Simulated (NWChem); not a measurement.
# H3O+ (SMILES [OH3+]): levels of theory compared

Aim: a comparison of 6 runs (HF/STO-3G, B3LYP/6-31G*, r2SCAN/aug-cc-pVTZ, B3LYP/aug-cc-pVTZ, M06-2X/aug-cc-pVTZ, PBE/aug-cc-pVTZ) of H3O+. 

The results are computed with NWChem 7.3.0.

1 further run of the same task is left out (set aside as unsound or not needed). Runs told in other sessions of the task aren't counted.

## 1. Starting point

The species is H3O+ (4 atoms), meant as a singlet with charge +1. As SMILES, `[OH3+]`. The coordinates come from a PBE0-D4/def2-TZVP relaxation.

Bond lengths: O1–H2 0.978 Å, O1–H3 0.978 Å, O1–H4 0.978 Å. Angles: H2–O1–H3 113.0°, H2–O1–H4 113.0°, H3–O1–H4 113.0°.

## 2. Energy and gradient at HF/STO-3G (run 1)

run.py reads:

```python
from ase import Atoms
from ase.calculators.nwchem import NWChem

mol = Atoms('OHHH', positions=[
    [0.181970, -0.056700, -0.052760],
    [0.219060, 0.918440, 0.015140],
    [-0.408890, -0.368290, -0.767380],
    [0.007860, -0.493450, 0.805020],
])

calc = NWChem(
    label='mol',
    theory='scf',
    memory='2200 mb',
    basis='STO-3G',
    basispar='spherical bse',
    charge=1,
    scf={'nopen': '0', 'rhf': None, 'thresh': '1e-08', 'maxiter': '80', 'print': 'low'},
)
mol.calc = calc

forces = mol.get_forces()
print("Total energy (eV):", round(mol.get_potential_energy(), 6))
print("forces (eV/A):")
for s, f in zip(mol.symbols, forces):
    print(f"{s:2s} {f[0]:10.5f} {f[1]:10.5f} {f[2]:10.5f}")
```

Started as:

```bash
$ export ASE_NWCHEM_COMMAND="nwchem PREFIX.nwi > PREFIX.nwo"
$ python run.py
```

Standard output:

```text
Total energy (eV): -2049.82899
forces (eV/A):
O     0.38042   -0.11935   -0.11020
H     0.11261    0.81093    0.03389
H    -0.42526   -0.29136   -0.63691
H    -0.06777   -0.40022    0.71328
```

The calculator wrote mol.nwi:

```
title "mol"

permanent_dir mol

scratch_dir mol

start mol

geometry units angstrom nocenter noautosym noautoz
  O  1.8196999999999999e-01 -5.6700000000000000e-02 -5.2760000000000001e-02
  H  2.1906000000000000e-01 9.1844000000000003e-01 1.5140000000000001e-02
  H  -4.0888999999999998e-01 -3.6829000000000001e-01 -7.6737999999999995e-01
  H  7.8600000000000007e-03 -4.9345000000000000e-01 8.0501999999999996e-01
end

charge 1

memory 2200 mb

basis spherical bse noprint
   * library STO-3G
end

scf
  nopen 0
  rhf
  thresh 1e-08
  maxiter 80
  print low
end

task scf gradient
```

mol.nwo:

```text
Northwest Computational Chemistry Package (NWChem) 7.3.0
             --------------------------------------------------------

           Job information
           ---------------

    nwchem branch   = 7.3.0
    use scalapack   = T
    input           = mol.nwi
    prefix          = mol.
    data base       = mol/mol.db
    status          = startup
    nproc           =        1

           Memory information
           ------------------

    heap     =     72089596 doubles =      550.0 Mbytes
    stack    =     72089601 doubles =      550.0 Mbytes
    global   =    144179200 doubles =     1100.0 Mbytes (distinct from heap & stack)
    total    =    288358397 doubles =     2200.0 Mbytes
    verify   = yes
    hardfail = no

[... 35 lines left out ...]
            Nuclear Dipole moment (a.u.)
[... 57 lines left out ...]
 Starting SCF solution at       0.0s

       Final RHF  results
       ------------------

         Total SCF energy =    -75.329826580912
      One-electron energy =   -127.037682153746
      Two-electron energy =     37.751547201277
 Nuclear repulsion energy =     13.956308371557

        Time for solution =      0.0s

                              NWChem Gradients Module
                              -----------------------

                         RHF ENERGY GRADIENTS

    atom               coordinates                        gradient
                 x          y          z           x          y          z
   1 O       0.343873  -0.107147  -0.099702   -0.007398   0.002321   0.002143
   2 H       0.413963   1.735600   0.028610   -0.002190  -0.015770  -0.000659
   3 H      -0.772690  -0.695967  -1.450138    0.008270   0.005666   0.012386
   4 H       0.014853  -0.932485   1.521267    0.001318   0.007783  -0.013871

 Task  times  cpu:        0.1s     wall:        0.1s
 Total times  cpu:        0.1s     wall:        0.1s
```

Wall time 1.3 s (1 thread of Intel Xeon Platinum 8223CL at 3.00GHz (Skylake/Cascade Lake), shared host); peak memory 0.1 GiB.

## 3. Energy and gradient at B3LYP/6-31G(d) (spherical functions) (run 2)

h3o.nw reads:

```
start h3o
title "H3O"
memory total 2200 mb
charge 1
geometry units angstroms noautosym nocenter noautoz
   O        0.181970      -0.056700      -0.052760
   H        0.219060       0.918440       0.015140
   H       -0.408890      -0.368290      -0.767380
   H        0.007860      -0.493450       0.805020
end
basis spherical bse
   * library 6-31G*
end
dft
   xc b3lyp
   mult 1
   grid xfine
   convergence energy 1e-08
   maxiter 100
   mulliken
   print low
end
task dft gradient
```

Started as:

```bash
$ nwchem h3o.nw > h3o.out
```

Standard output:

```text
[...]
 d= 0,ls=0.0,diis     1    -76.4025322355 -9.04D+01  7.52D-02  3.26D+00     0.5
[...]
 d= 0,ls=0.0,diis     7    -76.6870517835 -3.22D-10  7.28D-08  2.62D-12     2.4
         Total DFT energy =      -76.687051783483
      One electron energy =     -128.484560602429
           Coulomb energy =       47.253626705540
    Exchange-Corr. energy =       -9.412426258150
 Nuclear repulsion energy =       13.956308371557
[...]
      Total Density - Mulliken Population Analysis
     ---------------------------------------------
    Atom       Charge   Shell Charges
 -----------   ------   -------------------------------------------------------
    1 O    8     8.67   2.00  0.89  3.04  0.93  1.79  0.02
    2 H    1     0.44   0.42  0.03
    3 H    1     0.44   0.42  0.03
    4 H    1     0.44   0.42  0.03
[...]
                         DFT ENERGY GRADIENTS
    atom               coordinates                        gradient
                 x          y          z           x          y          z
   1 O       0.343873  -0.107147  -0.099702   -0.008433   0.002640   0.002443
   2 H       0.413963   1.735600   0.028610    0.000311  -0.008938  -0.000781
   3 H      -0.772690  -0.695967  -1.450138    0.005930   0.002577   0.006228
   4 H       0.014853  -0.932485   1.521267    0.002193   0.003721  -0.007890
 Task  times  cpu:        3.0s     wall:        3.0s
 Total times  cpu:        3.0s     wall:        3.0s
```

Run time: 3.6 s. Hardware: 1 thread of Intel Xeon Platinum 8223CL at 3.00GHz (Skylake/Cascade Lake), shared host; peak memory 0.12 GiB.

Runs 3 to 5 aren't shown in full; the table further down has their settings and results.

## 4. Energy and forces at PBE/aug-cc-pVTZ (run 6)

h3o.nw reads:

```
start h3o
title "H3O gradient"
memory 2200 mb
charge 1
geometry noautosym nocenter noautoz
 O      0.181970    -0.056700    -0.052760
 H      0.219060     0.918440     0.015140
 H     -0.408890    -0.368290    -0.767380
 H      0.007860    -0.493450     0.805020
end
basis spherical bse
 * library aug-cc-pVTZ
end
dft
 xc xpbe96 cpbe96
 grid fine
 convergence energy 1e-08
 maxiter 100
 mulliken
 noprint "final vectors analysis"
end
task dft gradient
```

Started as:

```bash
$ nwchem h3o.nw > h3o.out
```

Standard output:

```text
[...]
          Wavefunction type:  closed shell.
          No. of atoms     :     4
          No. of electrons :    10
[...]
          Charge           :     1
          Spin multiplicity:     1
[...]
          AO basis - number of functions:   115
[...]
              XC Information
              --------------
          PerdewBurkeErnzerhof Exchange Functional  1.000
            Perdew 1991 LDA Correlation Functional  1.000 local
           PerdewBurkeErnz. Correlation Functional  1.000 non-local
[...]
 d= 0,ls=0.0,diis     1    -76.3453969068 -9.03D+01  1.20D-02  4.51D+00     2.3
[...]
 d= 0,ls=0.0,diis     8    -76.6520253822  2.83D-11  6.27D-08  6.53D-10    15.8
         Total DFT energy =      -76.652025382248
      One electron energy =     -128.553040333227
           Coulomb energy =       47.272630742097
    Exchange-Corr. energy =       -9.327924162675
 Nuclear repulsion energy =       13.956308371557
[...]
      Total Density - Mulliken Population Analysis
     ---------------------------------------------
    Atom       Charge   Shell Charges
 -----------   ------   -------------------------------------------------------
    1 O    8     7.79   1.95  0.25  0.95  0.52  0.05  1.35  2.09  0.63  0.01  0.00  0.01 -0.01  0.00 -0.00
    2 H    1     0.74   0.24  0.39  0.00 -0.00  0.02  0.06  0.01  0.01  0.01
    3 H    1     0.74   0.24  0.39  0.00 -0.00  0.02  0.06  0.01  0.01  0.01
    4 H    1     0.74   0.24  0.39  0.00 -0.00  0.02  0.06  0.01  0.01  0.01
[...]
  wavefunction    = closed shell
                         DFT ENERGY GRADIENTS
    atom               coordinates                        gradient
                 x          y          z           x          y          z
   1 O       0.343873  -0.107147  -0.099702   -0.007711   0.002413   0.002235
   2 H       0.413963   1.735600   0.028610    0.000418  -0.007745  -0.000716
   3 H      -0.772690  -0.695967  -1.450138    0.005256   0.002172   0.005322
   4 H       0.014853  -0.932485   1.521267    0.002038   0.003159  -0.006841
[...]
```

Wall time 24 s (1 thread of Intel Xeon Platinum 8223CL at 3.00GHz (Skylake/Cascade Lake), shared host); peak memory 0.13 GiB.

## 5. The series

```
run                               level  iteration cap  module  energy (Eh)  largest force (eV/Å)  wall time
  1                           HF/STO-3G             80     scf   -75.329827                 0.821      1.3 s
  2  B3LYP/6-31G* (spherical functions)            100     dft   -76.687052                 0.471      3.6 s
  3                  r2SCAN/aug-cc-pVTZ            100     dft   -76.697399                 0.110       28 s
  4                   B3LYP/aug-cc-pVTZ            100     dft   -76.738506                 0.093       22 s
  5                  M06-2X/aug-cc-pVTZ            100     dft   -76.702237                 0.059       29 s
  6                     PBE/aug-cc-pVTZ            100     dft   -76.652025                 0.431       24 s
```

## 6. Outcome

```
                       quantity         value
            run 6: total energy  -76.65203 Eh
run 6: largest force on an atom    0.431 eV/Å
```

What this shows: Totals of different functionals can't be ranked against each other. In run 1 the basis is minimal, so the values are rough. All runs together took 1.8 min, the longest 29 s.
